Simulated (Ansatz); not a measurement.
B$_{2}$H$_{6}$Si (`BB[SiH3]`), relaxed with RKS PBE0-D4/def2-TZVP in Ansatz from a PBE-D4/def2-SVP geometry. The force threshold is 0.005 eV/Å; the program also tests the step.

The species carries charge 0 and has multiplicity 1.

Start:

```xyz
9

B     0.619   -1.446    0.559
B     0.240    0.065    0.959
Si   -0.516    0.971   -0.711
H    -0.200   -2.352    0.580
H     1.693   -1.716    0.039
H     0.302    0.758    1.953
H    -1.897    1.494   -0.398
H     0.377    2.138   -1.055
H    -0.617    0.089   -1.927
```

Question: How much energy does the relaxation release, and in how many steps? (An estimate is asked.)

Answer: Computed: 0.03 eV, in 11 steps, 2 of them rejected.

Question: Which bonds change most? (Best estimate.)

Answer: The calculation gave: B1–H5 from 1.223 to 1.201 Å; B1–H4 from 1.222 to 1.201 Å; Si3–H8 from 1.509 to 1.490 Å; B2–Si3 from 2.044 to 2.026 Å.

Question: Give the relaxed structure. (Best estimate.)

Answer: Computed: 
```xyz
9

B     0.642   -1.498    0.590
B     0.231    0.036    0.842
Si   -0.539    1.029   -0.746
H    -0.151   -2.393    0.708
H     1.724   -1.803    0.168
H     0.318    0.678    1.848
H    -1.901    1.516   -0.388
H     0.325    2.209   -1.031
H    -0.648    0.225   -1.992
```
